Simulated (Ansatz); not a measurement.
Reaction (SMILES): CCl (CH3-Cl) → [CH3] (CH3) + Cl atom
B3LYP-D3(BJ)/def2-TZVP geometries, fixed; electronic energies without zero-point terms.

Basis-set convergence of the bond dissociation energy at HF with Ansatz (a first-principles code). Cartesian d functions, on some or all atoms, in 6-31G*, 6-31+G*, 6-31G**, 6-311G**, 6-311+G**; all else is spherical. Open shells are unrestricted. No added dispersion term, no relativity. Functions are those of the species that has most. Reference: the value in pcseg-4, 53.85 kcal/mol, itself unsure by roughly 0.04 kcal/mol (its mean distance from aug-pcseg-3, aug-cc-pV(Q+d)Z, cc-pV(5+d)Z). Deviations are taken from unrounded values.

```tsv
basis	functions
STO-3G	17
3-21G	28
6-31G	28
6-31G*	40
6-31+G*	48
6-31G**	49
6-311G**	63
6-311+G**	71
6-311++G(2d,2p)	92
6-311++G(3df,3pd)	140
```

### Question
Which is the smallest Pople set listed that can be trusted to 2 kcal/mol here, that is, within that of the reference together with its larger relatives (same family, alike in diffuse functions; a set with none to test it counts only in the reference's own line)?

### Answer
The smallest set listed that lies within 2 kcal/mol of the reference with all its larger relatives (same family, alike in diffuse functions; a set with none counts only in the reference's own line) is 6-31G* (40 functions, 0.18 kcal/mol off). Value minus reference: STO-3G 11.47, 3-21G -11.73, 6-31G -12.91, 6-31G* 0.18, 6-31+G* -0.98, 6-31G** -0.26, 6-311G** -0.57, 6-311+G** -0.82, 6-311++G(2d,2p) -0.15, 6-311++G(3df,3pd) 0.68 kcal/mol.
